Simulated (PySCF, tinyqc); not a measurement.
Orbital energy against energy difference: ionisation energy by orbital energies and by energy differences in the 6-31g basis, for CH2, spin multiplicity 1. Computed by the program tinyqc with PySCF. Command: `OMP_NUM_THREADS=1 python tinyqc.py 111181 111182 out.jsonl`; one thread of a shared host (Intel(R) Xeon(R) Processor @ 2.60GHz), about 8 s.

Geometry (angstrom):

| atom | x | y | z |
|---|---|---|---|
| C | 0.0000 | 0.0000 | 0.0000 |
| H | 0.0000 | 0.8490 | 0.5410 |
| H | 0.0000 | -0.8650 | 0.5520 |

CCSD(T) difference in the same basis = 9.0590 eV

IP-EOM-CCSD = 9.0202 eV

The cation is unrestricted; errors are against CCSD(T) in this basis, not against experiment.

First vertical ionisation energy (eV):

| method | -e(HOMO) | E(cation) - E | error of -e(HOMO) | error of the difference |
|---|---|---|---|---|
| HF | 9.7153 | 8.344661 | 0.6563 | -0.7143 |
| LDA | 6.4821 | 9.521030 | -2.5769 | 0.4620 |
| PBE | 6.3575 | 9.359734 | -2.7014 | 0.3007 |
| B3LYP | 5.6130 | 9.627723 | -3.4459 | 0.5687 |
| PBE0 | 5.8799 | 9.475889 | -3.1791 | 0.4169 |
| CAM-B3LYP | 7.3639 | 9.614826 | -1.6951 | 0.5558 |
| LC-wPBE | 8.8953 | 9.575393 | -0.1637 | 0.5164 |

Koopmans errs by +0.66 eV and Delta-HF by -0.71 eV: relaxation, 1.37 eV, lowers the value and the missing correlation difference works against it. The PBE level is off by -2.7 eV through the wrong tail of its potential, though its energy difference is off by +0.30 eV; exact exchange deepens the level, and among the orbital energies LC-wPBE comes closest; among the differences PBE does. The restricted reference is unstable here: a spin-polarised solution lies 0.0292 hartree lower (PySCF), so results built on it describe a poor reference.
